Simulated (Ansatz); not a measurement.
Total energies of `CC1C=C1`.

```
atom   x (Å)   y (Å)   z (Å)
  C1  -0.561  -0.633   0.964
  C2  -0.076   0.507   0.102
  C3   0.068   0.371  -1.382
  C4   1.173   0.403  -0.718
  H5  -0.140  -0.575   1.972
  H6  -1.651  -0.619   1.063
  H7  -0.273  -1.595   0.532
  H8  -0.343   1.491   0.498
  H9  -0.445   0.286  -2.326
 H10   2.249   0.365  -0.706
```

Total charge 0; spin multiplicity 1. The structure was optimised at the PBE0-D4/def2-TZVP level. Basis def2-TZVPP, Ansatz.

RPA on PBE orbitals: Hartree–Fock energy of these orbitals -154.88697 Eh, correlation -1.08645 Eh (frozen core).

```tsv
functional	energy without D4 (Eh)	D4 term (kJ/mol)
LDA (SPW92)	-154.51956	–
revPBE	-155.95216	-54.3
BLYP	-155.91419	-34.5
PBE0	-155.80048	-12.5
B3LYP	-156.00115	-24.2
r2SCANh	-155.88803	-3.9
BHLYP	-155.89112	-16.5
LC-ωPBE	-155.88948	–
ωB97X-V	-155.94909	–
ωB97M-V	-155.91350	–
```

(1) Give the same for PBE, r2SCAN, B97M-V, r2SCAN0, HSE06 (plane-wave form), CAM-B3LYP, B2PLYP, PBE-QIDH. (An estimate is asked.)

B3LYP takes the VWN-RPA correlation (the form of Gaussian; ORCA's B3LYP/G). HSE06 is the plane-wave form, built on full-range PBE exchange. The double hybrids freeze the cores in their second-order part.

Answers

(1) The calculation gave: 
```csv
functional,energy without D4 (Eh),D4 term (kJ/mol)
PBE,-155.77927,-15.1
r2SCAN,-155.89414,-3.7
B97M-V,-156.00081,–
r2SCAN0,-155.87959,-4.3
HSE06 (plane-wave form),-155.79070,-11.5
CAM-B3LYP,-155.90047,-12.4
B2PLYP,-155.84553,–
PBE-QIDH,-155.77408,–
```

LC-ωPBE has ω = 0.4 bohr⁻¹.
